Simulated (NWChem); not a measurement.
# Correlation energy of P (+1)

```xyz
1

P      0.0000     0.0000     0.0000
```
Charge +1, spin multiplicity 3.

Everything below was run with NWChem.

Basis set: cc-pVDZ. Each correlation energy counts from its own Hartree-Fock reference.

The correlated methods keep 5 core orbitals frozen. No SCF solution was tested for a lower state. Open-shell Hartree-Fock references start from PBE0 orbitals. No row is a measurement; the coupled-cluster row has its own basis-set and correlation limits.

Question: One of these methods gave a correlation energy of -49.5 mHa. Which?
A. CCSD on ROHF
B. CCSD on UHF
C. URI-MP2
D. SCS-UMP2

Answer: C, URI-MP2. The others give -52.3 (SCS-UMP2), -70.0 (CCSD on UHF), -74.2 (CCSD on ROHF).
